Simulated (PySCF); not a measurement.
## AlN: frontier orbitals

B3LYP at R = 1.792 Å; PySCF, no relativity, basis sets Al def2-TZVPP, N def2-TZVPP. State: ³Π (triplet), unpaired electrons σ ↑, π ↑. Only the outer orbitals are listed, counted within each symmetry.

```tsv
spin	orbital	occ.	ε (eV)	on Al (%)	main shells (%)
α	5σ	1	-20.74	13	86 N s
α	6σ	1	-10.05	35	58 N p, 34 Al s
α	2π	1	-8.52	12	88 N p, 8 Al p
α	2π	1	-7.22	16	84 N p, 12 Al p
α	7σ	1	-6.99	79	55 Al s, 23 Al p, 22 N p
α	3π	0	-1.68	95	91 Al p
α	3π	0	-1.39	93	87 Al p
β	5σ	1	-17.95	17	81 N s, 9 Al s
β	6σ	1	-8.02	73	70 Al s, 20 N p
β	2π	1	-6.30	24	76 N p, 20 Al p
β	7σ	0	-3.78	45	54 N p, 22 Al s, 22 Al p
β	2π	0	-3.72	43	57 N p, 40 Al p
β	3π	0	-1.08	87	81 Al p, 13 N p
```

**Question.** Which are the highest filled and the lowest empty level, where do they sit, and how wide is the gap?

**Answer.** Highest filled β 2π at -6.30 eV (in %: 76 N p, 20 Al p); lowest empty β 7σ at -3.78 eV (in %: 54 N p, 22 Al s, 22 Al p); the gap at B3LYP is 2.52 eV.

- bond order (Mayer): 1.64
- ⟨S²⟩: 2.021
- charge on Al (Mulliken, basis-dependent): 0.32
- charge on Al (Löwdin, basis-dependent): 0.14
- dipole moment (positive dipole means Al(−)N(+)): -2.74 D

The state was picked by a PBE0 search and need not be the measured ground state.
